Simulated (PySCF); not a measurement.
Electric properties by functional and basis

Species: octatetraene, C₈H₁₀.
SMILES: `C=C/C=C/C=C/C=C`

PySCF, dipoles from the SCF density, polarisabilities from static response with core orbitals frozen. Isolated species at its PBE0-D3(BJ)/def2-SVP geometry (one conformer only).

The anisotropy is √(½[(α1 − α2)² + (α2 − α3)² + (α3 − α1)²]).

```csv
level,α (Å³),anisotropy (Å³)
LDA/def2-SVPD,22.31,33.62
PBE/def2-SVPD,22.13,33.59
B3LYP/def2-SVPD,21.54,32.24
PBE0/def2-SVPD,21.23,31.59
BHandHLYP/def2-SVPD,20.77,30.58
CAM-B3LYP/def2-SVPD,20.64,29.88
wB97X-D/def2-SVPD,20.67,29.69
LC-wPBE/def2-SVPD,19.57,27.42
HF/def2-SVPD,20.42,29.87
PBE0/6-31G*,18.19,32.31
PBE0/def2-SVP,19.10,32.05
PBE0/6-31+G*,20.87,32.51
PBE0/aug-cc-pVDZ,21.82,32.17
```

No reference polarisability is at hand; against PBE0 in the largest diffuse basis at hand (aug-cc-pVDZ) the other PBE0 rows deviate by 6-31G* -17%, def2-SVP -12%, 6-31+G* -4%, def2-SVPD -3%. The dipole stays under 0.05 D at every level. In one basis (def2-SVPD) the functionals order the polarisability from LC-wPBE (lowest) to LDA (highest), a spread of 14%. With PBE0 the polarisability is 18.65 Å³ without diffuse functions (mean of 6-31G* and def2-SVP) and 21.30 Å³ with them (mean of 6-31+G*, def2-SVPD and aug-cc-pVDZ).
